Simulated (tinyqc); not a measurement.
Worked calculation: UKS/LDA (VWN5) in the sto-6g basis, for CH2, spin multiplicity 3. One step of it, computed by the program tinyqc.

Problem. Iteration 2: building the Kohn-Sham matrix. J_ij = sum D_kl (ij|kl) with D = D(alpha) + D(beta); F = H + J + V_xc; E = tr D H + tr D J / 2 + E_xc + E_nn.

D(alpha) after iteration 1, lower triangle:
```
            1C 1s      1C 2s    1C 2px     1C 2py    1C 2pz     2H 1s     3H 1s
1C 1s    1.049194
1C 2s   -0.210734   0.972057
1C 2px   0.000000   0.000000  1.000000
1C 2py   0.000000   0.000000  0.000000   0.048875
1C 2pz   0.106697  -0.469468  0.000000   0.000000  0.291608
2H 1s   -0.001784  -0.172021  0.000000   0.140393  0.241022  0.820851
3H 1s   -0.001784  -0.172021  0.000000  -0.140393  0.241022  0.014299  0.820851
```

D(beta) after iteration 1, lower triangle:
```
            1C 1s     1C 2s    1C 2px     1C 2py    1C 2pz      2H 1s     3H 1s
1C 1s    0.999377
1C 2s    0.000888  0.073989
1C 2px   0.000000  0.000000  0.000000
1C 2py   0.000000  0.000000  0.000000   0.039148
1C 2pz  -0.008335  0.023576  0.000000   0.000000  0.007587
2H 1s   -0.078192  0.149714  0.000000   0.127959  0.048396   0.727589
3H 1s   -0.078192  0.149714  0.000000  -0.127959  0.048396  -0.108906  0.727589
```

core Hamiltonian H = T + V (hartree), lower triangle:
```
             1C 1s      1C 2s     1C 2px     1C 2py     1C 2pz      2H 1s      3H 1s
1C 1s   -18.771768
1C 2s    -4.313687  -5.489995
1C 2px    0.000000   0.000000  -4.441104
1C 2py    0.000000   0.000000   0.000000  -4.593124
1C 2pz   -0.011161  -0.115713   0.000000   0.000000  -4.474565
2H 1s    -0.762626  -1.850023   0.000000  -1.476615  -0.712517  -3.172534
3H 1s    -0.762626  -1.850023   0.000000   1.476615  -0.712517  -0.337269  -3.172534
```

Two-electron integrals (ij|kl) in chemists' order, unique and non-zero (hartree):
```
(11|11) 3.543743    (21|11) 0.529462    (21|21) 0.100317    (22|11) 0.853596
(22|21) 0.199930    (22|22) 0.624844    (31|31) 0.021271    (32|31) 0.031868
(32|32) 0.138108    (33|11) 0.853598    (33|21) 0.199930    (33|22) 0.624843
(33|33) 0.673218    (41|41) 0.021271    (42|41) 0.031868    (42|42) 0.138108
(43|43) 0.036281    (44|11) 0.853598    (44|21) 0.199930    (44|22) 0.624843
(44|33) 0.600655    (44|44) 0.673218    (51|51) 0.021271    (52|51) 0.031868
(52|52) 0.138108    (53|53) 0.036281    (54|54) 0.036281    (55|11) 0.853598
(55|21) 0.199930    (55|22) 0.624843    (55|33) 0.600655    (55|44) 0.600655
(55|55) 0.673218    (61|11) 0.097659    (61|21) 0.017823    (61|22) 0.034981
(61|33) 0.034849    (61|41) 0.001059    (61|42) 0.002059    (61|44) 0.035172
(61|51) 0.000497    (61|52) 0.000966    (61|54) 0.000152    (61|55) 0.034920
(61|61) 0.003256    (62|11) 0.248528    (62|21) 0.059154    (62|22) 0.205431
(62|33) 0.200428    (62|41) 0.005450    (62|42) 0.037316    (62|44) 0.212729
(62|51) 0.002557    (62|52) 0.017507    (62|54) 0.005771    (62|55) 0.203135
(62|61) 0.010867    (62|62) 0.091830    (63|31) 0.006133    (63|32) 0.031951
(63|43) 0.007162    (63|53) 0.003360    (63|63) 0.010740    (64|11) 0.199575
(64|21) 0.048141    (64|22) 0.176889    (64|33) 0.168172    (64|41) 0.009901
(64|42) 0.061235    (64|44) 0.192189    (64|51) 0.001768    (64|52) 0.013739
(64|54) 0.007908    (64|55) 0.170305    (64|61) 0.009243    (64|62) 0.093711
(64|64) 0.104569    (65|11) 0.093632    (65|21) 0.022586    (65|22) 0.082989
(65|33) 0.078899    (65|41) 0.001768    (65|42) 0.013739    (65|44) 0.083447
(65|51) 0.006962    (65|52) 0.038396    (65|54) 0.009296    (65|55) 0.086620
(65|61) 0.004336    (65|62) 0.043965    (65|64) 0.044021    (65|65) 0.031393
(66|11) 0.411620    (66|21) 0.099858    (66|22) 0.394608    (66|33) 0.374380
(66|41) 0.010929    (66|42) 0.101695    (66|44) 0.424115    (66|51) 0.005128
(66|52) 0.047711    (66|54) 0.023334    (66|55) 0.385327    (66|61) 0.018612
(66|62) 0.229772    (66|64) 0.258236    (66|65) 0.121153    (66|66) 0.774999
(71|11) 0.097659    (71|21) 0.017823    (71|22) 0.034981    (71|33) 0.034849
(71|41) -0.001059   (71|42) -0.002059   (71|44) 0.035172    (71|51) 0.000497
(71|52) 0.000966    (71|54) -0.000152   (71|55) 0.034920    (71|61) 0.003141
(71|62) 0.010064    (71|64) 0.007832    (71|65) 0.004027    (71|66) 0.016892
(71|71) 0.003256    (72|11) 0.248528    (72|21) 0.059154    (72|22) 0.205431
(72|33) 0.200428    (72|41) -0.005450   (72|42) -0.037316   (72|44) 0.212729
(72|51) 0.002557    (72|52) 0.017507    (72|54) -0.005771   (72|55) 0.203135
(72|61) 0.010064    (72|62) 0.061598    (72|64) 0.046257    (72|65) 0.028683
(72|66) 0.116834    (72|71) 0.010867    (72|72) 0.091830    (73|31) 0.006133
(73|32) 0.031951    (73|43) -0.007162   (73|53) 0.003360    (73|63) 0.006574
(73|73) 0.010740    (74|11) -0.199575   (74|21) -0.048141   (74|22) -0.176889
(74|33) -0.168172   (74|41) 0.009901    (74|42) 0.061235    (74|44) -0.192189
(74|51) -0.001768   (74|52) -0.013739   (74|54) 0.007908    (74|55) -0.170305
(74|61) -0.007832   (74|62) -0.046257   (74|64) -0.029380   (74|65) -0.021168
(74|66) -0.083896   (74|71) -0.009243   (74|72) -0.093711   (74|74) 0.104569
(75|11) 0.093632    (75|21) 0.022586    (75|22) 0.082989    (75|33) 0.078899
(75|41) -0.001768   (75|42) -0.013739   (75|44) 0.083447    (75|51) 0.006962
(75|52) 0.038396    (75|54) -0.009296   (75|55) 0.086620    (75|61) 0.004027
(75|62) 0.028683    (75|64) 0.021168    (75|65) 0.019644    (75|66) 0.057211
(75|71) 0.004336    (75|72) 0.043965    (75|74) -0.044021   (75|75) 0.031393
(76|11) 0.041979    (76|21) 0.010004    (76|22) 0.035650    (76|33) 0.034832
(76|44) 0.036039    (76|51) 0.000739    (76|52) 0.005286    (76|55) 0.036078
(76|61) 0.001779    (76|62) 0.013702    (76|64) 0.012287    (76|65) 0.007219
(76|66) 0.031408    (76|71) 0.001779    (76|72) 0.013702    (76|74) -0.012287
(76|75) 0.007219    (76|76) 0.002554    (77|11) 0.411620    (77|21) 0.099858
(77|22) 0.394608    (77|33) 0.374380    (77|41) -0.010929   (77|42) -0.101695
(77|44) 0.424115    (77|51) 0.005128    (77|52) 0.047711    (77|54) -0.023334
(77|55) 0.385327    (77|61) 0.016892    (77|62) 0.116834    (77|64) 0.083896
(77|65) 0.057211    (77|66) 0.229610    (77|71) 0.018612    (77|72) 0.229772
(77|74) -0.258236   (77|75) 0.121153    (77|76) 0.031408    (77|77) 0.774999
```

nuclear repulsion = 5.22455894 hartree

V_xc(alpha) (hartree), lower triangle:
```
            1C 1s      1C 2s     1C 2px     1C 2py     1C 2pz      2H 1s      3H 1s
1C 1s   -2.171569
1C 2s   -0.285427  -0.554639
1C 2px   0.000000   0.000000  -0.574486
1C 2py   0.000000   0.000000   0.000000  -0.556784
1C 2pz   0.006949   0.028850   0.000000   0.000000  -0.532532
2H 1s   -0.053946  -0.194771   0.000000  -0.181327  -0.080379  -0.508965
3H 1s   -0.053946  -0.194771   0.000000   0.181327  -0.080379  -0.032404  -0.508965
```

V_xc(beta) (hartree), lower triangle:
```
            1C 1s      1C 2s     1C 2px     1C 2py     1C 2pz      2H 1s      3H 1s
1C 1s   -2.130046
1C 2s   -0.260414  -0.424398
1C 2px   0.000000   0.000000  -0.403803
1C 2py   0.000000   0.000000   0.000000  -0.462918
1C 2pz  -0.001217  -0.031835   0.000000   0.000000  -0.406393
2H 1s   -0.050202  -0.170714   0.000000  -0.168264  -0.083454  -0.493819
3H 1s   -0.050202  -0.170714   0.000000   0.168264  -0.083454  -0.029089  -0.493819
```

E_xc = sum of w rho eps_xc = -5.65513847 hartree

Give: Coulomb J; F(alpha); F(beta); total energy of this density.

Solution.

Coulomb J (hartree), lower triangle:
```
          1C 1s   1C 2s  1C 2px   1C 2py  1C 2pz   2H 1s   3H 1s
1C 1s   10.6504
1C 2s    1.9032  4.6569
1C 2px   0.0000  0.0000  4.6198
1C 2py   0.0000  0.0000  0.0000   4.7373
1C 2pz   0.0011  0.0872  0.0000   0.0000  4.6136
2H 1s    0.3435  1.6051  0.0000   1.4259  0.6832  3.5149
3H 1s    0.3435  1.6051  0.0000  -1.4259  0.6832  0.2799  3.5149
```

F(alpha) (hartree), lower triangle:
```
           1C 1s    1C 2s   1C 2px   1C 2py   1C 2pz    2H 1s    3H 1s
1C 1s   -10.2929
1C 2s    -2.6959  -1.3877
1C 2px    0.0000   0.0000  -0.3958
1C 2py    0.0000   0.0000   0.0000  -0.4126
1C 2pz   -0.0031   0.0003   0.0000   0.0000  -0.3935
2H 1s    -0.4731  -0.4397   0.0000  -0.2320  -0.1097  -0.1666
3H 1s    -0.4731  -0.4397   0.0000   0.2320  -0.1097  -0.0898  -0.1666
```

F(beta) (hartree), lower triangle:
```
           1C 1s    1C 2s   1C 2px   1C 2py   1C 2pz    2H 1s    3H 1s
1C 1s   -10.2514
1C 2s    -2.6709  -1.2575
1C 2px    0.0000   0.0000  -0.2251
1C 2py    0.0000   0.0000   0.0000  -0.3188
1C 2pz   -0.0113  -0.0604   0.0000   0.0000  -0.2674
2H 1s    -0.4693  -0.4156   0.0000  -0.2190  -0.1128  -0.1514
3H 1s    -0.4693  -0.4156   0.0000   0.2190  -0.1128  -0.0865  -0.1514
```

total energy of this density = -38.097864 hartree
